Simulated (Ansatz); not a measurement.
## Ge–PH2, doublet: the ladder up to RCCSDTQ

Geometry: a PBE0/def2-TZVP stationary point for this spin, not checked as a minimum.

```yaml
atoms:
  - { symbol: Ge, position_ang: [0.0000, 0.0000, 0.7020] }
  - { symbol: P, position_ang: [0.0000, 0.0000, -1.4925] }
  - { symbol: H, position_ang: [0.0000, 1.1073, -2.3623] }
  - { symbol: H, position_ang: [0.0000, -1.1073, -2.3623] }
```

Basis cc-pVDZ; Ansatz 0.2.0. Only valence electrons are correlated (noble-gas cores and the filled d shells of p-block atoms frozen), which leaves 11 electrons in 36 orbitals. R marks a restricted (for open shells ROHF) determinant. Active spaces: valence = (11e, 10o) chosen from the atoms' valence shells. No spin–orbit coupling is included, and no scalar relativity.

Full CI isn't at hand for all of this; RCCSDTQ serves as the reference, and is uncertain by about the last step of the cluster series.

For open shells CISD is restricted-active-space CI with the open shells as a complete middle space.

The UHF ⟨S²⟩ is 0.794. The T1 diagnostic (RCCSD) is 0.0259 and the largest doubles amplitude (RCCSD) is 0.090.

Problem. From what is known of these methods and the diagnostics, rank them by the size of their error in total energy against RCCSDTQ in cc-pVDZ, smallest first (an estimate: the text doesn't fix the numbers).
A. RCCSDT(Q)
B. MRCISD (valence space)
C. BCCD(T)
D. CISD
E. NEVPT2 (valence space)

Solution. A (0.04 mEh), C (2.01 mEh), B (13.39 mEh), D (30.34 mEh), E (38.47 mEh).

All errors are against RCCSDTQ in cc-pVDZ. Within each family the higher level lies nearer, as is usual though not guaranteed.

Natural occupations of CASSCF (valence space) about the gap: 1.989 1.981 1.973 1.965 1.933 0.999 0.074 0.040 0.026 0.021; effectively unpaired electrons, Σ n²(2−n)², 1.06.

Atomization energy (electronic, same basis, no zero-point term; atoms at the same level, unrestricted beside the R rows where the molecule is a closed shell, but restricted open-shell past Ca, as are all atoms' steps beyond CCSDT(Q)) at RCCSDTQ: 759.7 kJ/mol. Errors of other levels:

| level | error (kJ/mol) |
| --- | --- |
| RHF | -240.9 |
| RMP2 | -22.6 |
| CISD | -70.1 |
| RCCSD | -21.3 |
| RCCSD(T) | -3.6 |
| BCCD(T) | -3.5 |
| RCCSDT | -1.4 |
| RCCSDT(Q) | 0.0 |
| CASSCF (valence space) | -80.1 |
| NEVPT2 (valence space) | -21.5 |
| MRCISD (valence space) | -27.1 |
| MRCISD+Q (valence space) | -11.1 |

This basis is far from its limit, so the value isn't to be set against a measured one. Truncated CI isn't size-consistent, which counts against it in atomization.
